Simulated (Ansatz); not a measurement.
Reaction (SMILES): OC (CH3-OH) + [H][H] (H2) → C (CH4) + O (H2O)
B3LYP-D3(BJ)/def2-TZVP geometries, fixed; electronic energies without zero-point terms.
Largest species:
```xyz
6

C     -0.0525     0.6636    -0.0008
O     -0.0399    -0.7570     0.0018
H     -1.0978     0.9691     0.0075
H      0.8740    -1.0577    -0.0054
H      0.4365     1.0833     0.8854
H      0.4213     1.0799    -0.8968
```

Basis-set convergence of the energy of full hydrogenation at PBE0 with Ansatz (a quantum-chemistry and plane-wave program). Cartesian d functions, on some or all atoms, in 6-31G*, 6-31+G*; all else is spherical. The program fits the integrals of some runs and decomposes those of others, by size. No added dispersion term, no relativity. Functions are those of the species that has most. Reference: the value in aug-pcseg-3, -30.48 kcal/mol, itself unsure by roughly 0.08 kcal/mol (its mean distance from aug-cc-pVQZ, cc-pV5Z, def2-QZVPPD). Deviations are taken from unrounded values.

| basis | functions | energy of full hydrogenation (kcal/mol) |
|---|---|---|
| 6-31G* | 38 | -24.84 |
| 6-31+G* | 46 | -27.39 |
| cc-pVDZ | 48 | -26.84 |
| aug-cc-pVDZ | 82 | -30.91 |
| def2-SVP | 48 | -26.95 |
| def2-SVPD | 75 | -30.70 |
| pcseg-1 | 48 | -28.38 |
| aug-pcseg-1 | 82 | -29.42 |
| 6-311G** | 60 | -28.49 |
| 6-311+G** | 68 | -30.50 |
| def2-TZVP | 86 | -28.89 |
| def2-TZVPD | 113 | -29.79 |
| cc-pVTZ | 116 | -29.34 |
| aug-cc-pVTZ | 184 | -30.43 |
| pcseg-2 | 116 | -30.36 |
| aug-pcseg-2 | 184 | -30.55 |
| def2-TZVPP | 118 | -30.07 |
| def2-TZVPPD | 145 | -30.60 |
| cc-pVQZ | 230 | -29.90 |
| aug-cc-pVQZ | 344 | -30.44 |
| def2-QZVPP | 234 | -30.32 |
| def2-QZVPPD | 261 | -30.51 |
| pcseg-3 | 252 | -30.46 |
| aug-pcseg-3 | 366 | -30.48 |

What the diffuse functions change, pair by pair:
- 6-31G* to 6-31+G*: 8 more functions, deviation 5.64 to 3.10 kcal/mol
- cc-pVDZ to aug-cc-pVDZ: 34 more functions, deviation 3.64 to -0.43 kcal/mol
- def2-SVP to def2-SVPD: 27 more functions, deviation 3.53 to -0.22 kcal/mol
- pcseg-1 to aug-pcseg-1: 34 more functions, deviation 2.10 to 1.06 kcal/mol
- 6-311G** to 6-311+G**: 8 more functions, deviation 1.99 to -0.02 kcal/mol
- def2-TZVP to def2-TZVPD: 27 more functions, deviation 1.59 to 0.69 kcal/mol
- cc-pVTZ to aug-cc-pVTZ: 68 more functions, deviation 1.14 to 0.05 kcal/mol
- pcseg-2 to aug-pcseg-2: 68 more functions, deviation 0.12 to -0.07 kcal/mol
- def2-TZVPP to def2-TZVPPD: 27 more functions, deviation 0.41 to -0.12 kcal/mol
- cc-pVQZ to aug-cc-pVQZ: 114 more functions, deviation 0.58 to 0.04 kcal/mol
- def2-QZVPP to def2-QZVPPD: 27 more functions, deviation 0.16 to -0.03 kcal/mol
- pcseg-3 to aug-pcseg-3: 114 more functions, deviation 0.02 to 0.00 kcal/mol

Leaving out the reference's own pair, they bring the value nearer the reference by more than 0.08 kcal/mol in 10 of 11 pairs.
